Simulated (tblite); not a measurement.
A tight-binding relaxation on `[O+]=CCCCl` [radical].

Computed with GFN2-xTB geometry optimisation, gas phase (tblite 0.8.0). Start geometry: from a force field or distance geometry. The input is one job of a driver script: a line of settings, then coordinates in Å.

Command:
```bash
OMP_NUM_THREADS=1 python probes_run.py task.json out
```

Input:
```
{"job": {"kind": "relax", "xc": "GFN2-xTB", "basis": "xTB"}, "charge": 1, "multiplicity": 2}
O     -0.660400     1.605900     0.630500
C     -1.150900     0.604900     0.156300
C     -0.312300    -0.599000    -0.218000
C      1.094000    -0.189000     0.099100
Cl     1.491100     1.229900    -0.830700
H     -2.228200     0.539000     0.011600
H     -0.479500    -0.740500    -1.318800
H     -0.613100    -1.486800     0.332900
H      1.128100     0.111500     1.180600
H      1.740200    -1.071300    -0.066100
```

Give the output.

```
step      E/eV     max force
  0    -463.51494    2.229
  1    -463.56323    2.905
  2    -463.62326    0.492
  3    -463.64565    0.553
  4    -463.70588    0.721
  5    -463.72749    0.538
  6    -463.76144    0.534
  7    -463.77870    0.547
  8    -463.79885    0.375
  9    -463.81624    0.398
... (30 lines left out)
 40    -463.94672    0.029
 41    -463.94679    0.023
 42    -463.94685    0.022
 43    -463.94690    0.018
 44    -463.94694    0.023
 45    -463.94698    0.019
 46    -463.94700    0.011
 47    -463.94701    0.016
 48    -463.94702    0.014
 49    -463.94703    0.008
```

«max force» is the largest atomic force in eV/Å.

From which step on does the largest force stay under 0.1 eV/Å, and how much energy is left to gain from there?

From step 23 (0.080 eV/Å), 2.7 meV above the end.

Main results: energy lowered by 10.0 kcal/mol over 49 steps; largest atomic force 0.008 eV/Å at the end.

Give the final coordinates.

0.286 Å rms from the input after alignment:
```
atom  x, y, z in Å
O1    -0.7658    1.7656    0.1042
C2    -1.1859    0.6554    0.0821
C3    -0.3408   -0.5620   -0.1670
C4     1.1140   -0.2364    0.1499
Cl5    1.5467    1.3748   -0.4750
H6    -2.2640    0.4386    0.2146
H7    -0.4914   -0.8051   -1.2268
H8    -0.6834   -1.4207    0.4144
H9     1.3079   -0.2454    1.2250
H10    1.7715   -0.9602   -0.3440
```

Time: 0.21 s. Hardware: Arm Neoverse V1, one thread, shared host.
Labels such as C1 count atoms from 1, the log's own numbers from 0.
